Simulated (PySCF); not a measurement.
**State search for BO⁺**

Unrestricted PBE0; B x2c-SVPall, O x2c-SVPall; spin-free X2C with a Gaussian nucleus (PySCF 2.14). Outer shells of the fragments: B+ 2s2; O 2s2 2p4.

Followed along the bond (rough minima from three points):

```csv
2Ms+1,unpaired,⟨S²⟩ at the start,R at minimum (Å),Te (eV)
1,none,0.00,1.19,0.00
3,"σ ↑, π ↑",2.00,1.31,0.26
1,"σ ↑, π ↓",1.02,1.31,0.35
```

Solutions found at the starting distance of 1.515 Å, counted from the lowest of them; the search is not exhaustive and high or unbound solutions are not listed, so other states can lie among these:

| 2Ms+1 | unpaired | term | E (eV) | ⟨S²⟩ | ⟨Lz²⟩ | μ (D) |
| --- | --- | --- | --- | --- | --- | --- |
| 3 | σ ↑, π ↑ | ³Π | 0.00 | 2.00 | 1.02 | -3.92 |
| 1 | σ ↑, π ↓ | mixed | 0.10 | 1.02 | 1.01 | -3.93 |
| 1 | none | ¹Σ⁺ | 1.52 | 0.00 | 0.00 | -6.06 |
| 3 | σ ↑↑ | ³Σ⁺ | 2.88 | 2.01 | 0.00 | -3.61 |
| 3 | π ↑↑ | ³Σ⁻ | 3.10 | 2.01 | 0.00 | 0.42 |
| 1 | π ↑↓ | mixed | 3.90 | 1.00 | 2.00 | 0.44 |

A term symbol is given only where ⟨S²⟩ and ⟨Lz²⟩ are close to those of a pure state; real π, δ and φ orbitals otherwise mix terms. A positive dipole points towards O; it is taken about the centre of mass and depends on that origin.

Problem. Compare the gap between the two lowest followed solutions at the starting distance with the gap between their minima.

Solution. At PBE0 the second solution (triplet, unpaired electrons σ ↑, π ↑) lies -1.52 eV from the first (singlet, closed shell) at 1.515 Å and +0.26 eV at the minima; the two curves relax by different amounts, since their minima lie near 1.31 and 1.19 Å.

Counting both spins, an empty level lies below a filled one in some of these solutions, because spin and occupation are held.
